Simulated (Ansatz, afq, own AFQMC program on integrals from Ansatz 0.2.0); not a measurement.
Integrals from Ansatz 0.2.0, then the random walk in our own AFQMC program (afq).

```yaml
crystal:
  periodic: [false, false, false]
  atoms:
    - {symbol: Br, position_ang: [-0.459316, 0.000000, 0.000000]}
    - {symbol: H, position_ang: [0.961284, 0.000000, 0.000000]}
    - {symbol: C, position_ang: [2.376684, 0.000000, 0.000000]}
    - {symbol: H, position_ang: [2.376684, -1.080023, 0.000000]}
    - {symbol: H, position_ang: [2.376684, 0.540011, 0.935327]}
    - {symbol: H, position_ang: [2.376684, 0.540012, -0.935327]}
basis:
  gaussian: {orbitals: cc-pVTZ}
magnetization: {spin_polarized: true, initial_magnetization: 1}
correlation: {method: ccsd_t, electrons: outside_noble_gas, hamiltonian_folder: ham}
```

```sh
$ ansatz run in.yaml --threads 1 --pin off --events-out ev --progress --plain --max-ram 16896MiB --backend cuda --devices 0, --max-vram 18GiB
```

afq runs on the folder ham with

```
--method phaseless --trial cisd --walkers 600 --populations 10 --least-time 60 --time-step 0.005 --steps-per-block 50 --equilibration-blocks 28 --max-blocks 4000 --target-error 0.00023 --factor-cut 1e-05 --start spin_pure --seed 529 --release-times 0.24,0.51,0.99,1.5 --release-step 0.03 --release-every 4 --taylor-order 6
```

Times are imaginary, in 1/Eh. The walk had a cap of 168 s. With eight or more populations the least sampling time is a fifth of least-time, and the error comes from their spread. Filled inner d shells are frozen with the cores.

Output of the walk:

```
orbitals 114  electrons 8 7  factors 694 of 749
reference energy -2612.59688750 Eh
CCSD correlation -0.38579958 Eh in 10 cycles, weight of the determinant in the CISD state 0.8621
energy of the start -2612.981034 Eh
 block  time / (1/Eh)  mean weight  energy / Eh
     1     0.250  0.9993  -2612.975797
     2     0.500  0.9999  -2612.982119
     3     0.750  0.9998  -2612.987105
     4     1.000  1.0000  -2612.991678
     5     1.250  0.9997  -2612.993289
     7     1.750  0.9997  -2612.993523
     9     2.250  1.0012  -2612.994963
    13     3.250  0.9992  -2612.997912
    21     5.250  1.0009  -2612.997179
    29     7.250  1.0007  -2612.998189
    37     9.250  1.0002  -2612.996627
    45    11.250  1.0002  -2612.995378
    53    13.250  0.9981  -2612.997579
    61    15.250  0.9996  -2612.996709
    69    17.250  1.0014  -2612.995639
    77    19.250  1.0000  -2612.997024
    85    21.250  1.0005  -2612.998711
    93    23.250  1.0000  -2612.997146
   101    25.250  0.9992  -2612.995955
   109    27.250  1.0006  -2612.997218
   117    29.250  1.0006  -2612.999156
   125    31.250  0.9987  -2612.997005
   133    33.250  1.0002  -2612.997368
   141    35.250  1.0010  -2612.997550
   145    36.250  1.0008  -2612.999457
   149    37.250  1.0011  -2612.994718
   157    39.250  0.9982  -2612.997057
   165    41.250  1.0008  -2612.996569
   173    43.250  0.9988  -2612.996994
   181    45.250  1.0018  -2612.998637
   185    46.250  0.9992  -2612.997778
error from the spread of 10 populations
released: time / (1/Eh)  energy / Eh  error  mean overlap
  0.24  -2612.997824  0.000222  0.9921
  0.51  -2612.998051  0.000207  0.9866
  0.99  -2612.997543  0.000246  0.9864
  1.50  -2612.998084  0.000302  0.9625
energy -2612.997568 +/- 0.000209 Eh
(rows thinned)
```

The run passed its tests (sampling time, drift between the halves within three errors, error under three times the target), which doesn't prove that it has relaxed. The second half of the sampling lies below the first by 1.8 errors of their difference, so the energy may still be moving and its error bar be too small.

Against this walk (error 5.7 meV) on the same determinant: CCSD(T) 38.0 meV higher. The error is statistical and leaves out the bias of the constraint. Released to 1.50 1/Eh the energy moves by -14 ± 10 meV (both errors), within twice the noise.

Cautions: constraint bias not in the error; no relativity below Rb; no spin-orbit coupling; inner d shell frozen.

The walk took 110 s on 1 × NVIDIA H100 80GB HBM3 with 2 threads of AMD EPYC 7R13 Processor (Zen 3) (shared host) (the card was shared). The log's last line is the phaseless energy.

A walk keeps the symmetry of its determinant, which the program's search chose and which needn't be the lowest solution, so a lower state of the same spin and another symmetry isn't excluded.
